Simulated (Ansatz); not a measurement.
We consider α-N2, described by PBE0 in Ansatz (PAW).

Settings: plane-wave cutoff 460 eV, 4×4×4 k mesh, Fermi–Dirac smearing 0.01 eV, scalar-relativistic PAW data made under PBE.

Cell (measured lattice):

N has the cubic space group Pa-3 (No. 205), Pearson symbol cP8. Conventional cell: a = b = c = 5.667 Å, α = β = γ = 90.00°. N on 8c has 1 N at 1.093 Å. (Neighbours: up to the widest gap in distance over summed covalent radii, below 1.35, at either atom.)

Give the computed band gap and smallest direct gap on the k points sampled.


* **band gap**: 10.62 eV (on the SCF k mesh) (indirect)
* **smallest direct gap on the k points sampled**: 10.64 eV

Note: cell and atoms aren't relaxed at this level (largest force component 0.47 eV/Å, pressure -0.6 GPa).

Cost on a shared machine: very roughly 2.2 core-minutes.

Ansatz is an electronic-structure program.
